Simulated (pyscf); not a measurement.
Single points on ωB97X-D3(BJ)/def2-SVP structures (PySCF, gas phase).

**Question.** Estimate the classical barrier height and the reaction energy of HGa=AsH + silane (SiH₄) → H₃Si–GaH–AsH₂ at ωB97M-D3(BJ)/def2-TZVP. The step runs on the singlet surface, breaks H–Si and forms As–H, Ga–Si; take the separated reactants as zero.

**Answer.** ΔE‡ = 112.4 kJ/mol, ΔE = -105.0 kJ/mol. Zero-point energy shifts the barrier by +2.4 kJ/mol. It is an addition across a multiple bond or ene-type step, with an imaginary mode of 1066i cm⁻¹. On the reactant side the descent ends in a complex, 20.9 kJ/mol under the separated species and 120.6 kJ/mol under the saddle at ωB97X-D3(BJ)/def2-TZVP. At the saddle there is also a short Ga–H contact that neither side keeps. At ωB97X-D3(BJ)/def2-TZVP the barrier from the zero used here is 99.7 kJ/mol. The same reactants have a lower exit, to H₃Si–AsH–GaH₂ (barrier +54.5 kJ/mol at ωB97M-D3(BJ)/def2-TZVP, against +112.4 kJ/mol here). HGa=AsH lies 51.3 kJ/mol over its isomer Ga–AsH₂ [singlet] (electronic energy, ωB97M-D3(BJ)/def2-TZVP). One saddle was located; it need not be the lowest between these sides. Elements up to Kr have no core potential and no relativistic terms here.
